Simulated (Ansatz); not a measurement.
This Ansatz (a program for electronic structure) input (wB97M-V/def2-SVPD) gives -115.58728 Eh with 75 basis functions.

Ansatz 0.2 input:
```yaml
crystal:
  periodic: [false, false, false]
  atoms:
    - {symbol: C, position_ang: [-0.05249934, 0.66361634, -0.00082491]}
    - {symbol: O, position_ang: [-0.03987542, -0.75703536, 0.00178984]}
    - {symbol: H, position_ang: [-1.09784462, 0.96908472, 0.00748358]}
    - {symbol: H, position_ang: [0.87401456, -1.05773522, -0.00540936]}
    - {symbol: H, position_ang: [0.43649641, 1.08332517, 0.88540014]}
    - {symbol: H, position_ang: [0.42133308, 1.07991017, -0.89684359]}
basis:
  gaussian:
    orbitals: def2-SVPD
hamiltonian:
  xc: {name: wB97M-V}
magnetization: {spin_polarized: false}
```

Change:
```diff
- orbitals: def2-SVPD
+ orbitals: def2-TZVPP
```

Q: What does the run give now?

A: -115.71775 Eh (wB97M-V/def2-TZVPP, 118 functions), a change of -130.47 mEh.
